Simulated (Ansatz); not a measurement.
Total energies of BN₂ (the lowest doublet isomer of a short search) from Ansatz at PBE0-D4/def2-TZVP, gas phase (1 Eh = 27.2114 eV = 2625.5 kJ/mol). The reference geometry is relaxed at r2SCAN-D4/def2-TZVP.

```tsv
atom	x (Å)	y (Å)	z (Å)
B1	0.7633	0.2006	-0.2847
N2	-0.2046	-0.7242	0.1774
N3	-0.5586	0.5236	0.1074
```

```tsv
state	geometry	energy (Eh)
charge 0 doublet	reference	-134.09284
charge 1 triplet	reference	-133.70126
charge 0 quartet	relaxed at r2SCAN-D4/def2-TZVP	-134.02972
free B atom (doublet)	–	-24.61828
free N atom (quartet)	–	-54.54382
```

(1) Work out the vertical ionisation energy to the triplet.

(2) Which of the charge 0 states is lowest, and how far above it are the others?

(3) What is the binding energy per atom against free atoms?

(1) E(charge 1 triplet) − E(charge 0 doublet) = -133.70126 − (-134.09284) = 0.39158 Eh = 10.66 eV. For comparison, −ε of the highest occupied level of the spin that leaves is 7.73 eV at this level, 2.93 eV less.

(2) The doublet. quartet: -134.02972 − (-134.09284) = 0.06312 Eh = 165.7 kJ/mol.

(3) Atoms: 1 × (-24.61828) + 2 × (-54.54382) = -133.70592 Eh. Binding: -133.70592 − (-134.09284) = 0.38692 Eh = 10.53 eV, or 3.51 eV for each of 3 atoms (no zero-point energy, no counterpoise term).

The structure comes from a short search, and lower isomers may exist.
